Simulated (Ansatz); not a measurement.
Worked example: correlation energy of H3Si–B⁺, doublet

Geometry: that of the H3Si–B, singlet, kept fixed.

```xyz
5

Si   -0.5122   -0.0044    0.0004
B     1.6163    0.0140   -0.0014
H    -1.0336    1.3929    0.0029
H    -1.0144   -0.7115    1.2138
H    -1.0165   -0.7079   -1.2142
```

Basis cc-pVTZ; Ansatz 0.2.0. Only valence electrons are correlated (noble-gas cores frozen), which leaves 9 electrons in 100 orbitals. R marks a restricted (for open shells ROHF) determinant, U an unrestricted one.

Full CI isn't at hand for all of this; UCCSDT(Q) serves as the reference, and is uncertain by about the last step of the cluster series.

Runs differ by some tens of microhartree through their thresholds and, for an open shell, their frozen cores, so steps under 0.03 kcal/mol mean nothing.

```tsv
level	total energy (hartree)
UHF	-314.961128
UMP2	-315.118266
UCCSD	-315.158207
UCCSD(T)	-315.164210
UCCSDT	-315.165591
UCCSDT(Q)	-315.165856
```

Question: What is the correlation energy at UCCSDT(Q), and what share of it do UMP2 and UCCSDT recover?

Answer: E(corr) = -315.165856 − (-314.961128) = -0.204728 hartree = -5.571 eV. UMP2: -0.157138 / -0.204728 = 76.75 %. UCCSDT: -0.204463 / -0.204728 = 99.87 %.

Question: By how many kcal/mol does UCCSD(T) miss UCCSDT(Q) (1 hartree = 627.509 kcal/mol), and which steps make up the rest?

Answer: -315.164210 − (-315.165856) = 0.001646 hartree = 1.03 kcal/mol. Steps: UCCSDT − UCCSD(T) = -0.87, UCCSDT(Q) − UCCSDT = -0.17 kcal/mol. Differences between like states or geometries often cancel part of this.
